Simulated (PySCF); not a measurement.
Protons, H atoms and electrons added to or taken from OC=O. Isolated molecules, 0 K electronic values unless said otherwise. One relaxed conformer stands for each flexible species; it need not be the lowest. Strings in code marks are SMILES.

The LUMO from two functionals at the same geometries (PBE0-D4/def2-TZVP), both in PySCF: PBE-D3(BJ)/def2-TZVP and B3LYP-D3(BJ)/def2-TZVP. B3LYP has the VWN-RPA correlation part, as in Gaussian. 

| species | PBE-D3(BJ)/def2-TZVP (eV) | B3LYP-D3(BJ)/def2-TZVP (eV) |
|---|---|---|
| neutral parent (`OC=O` (O–C–O–H torsion 0°)) | -1.28 | -0.42 |
| proton added at O1 (`[H]/[O+]=C\O` (H–O–C–O torsion 0°)) | -9.35 | -8.46 |
| proton added at O3 (`O=C[OH2+]` (not the most basic site; O–C–O–H torsion 12°)) | -8.90 | -7.97 |

Over these rows, drawn at random from the members with no instability flagged (it was tested for open shells, ions and some series alone), PBE minus B3LYP-D3(BJ): mean -0.89 eV, from -0.93 eV to -0.86 eV.
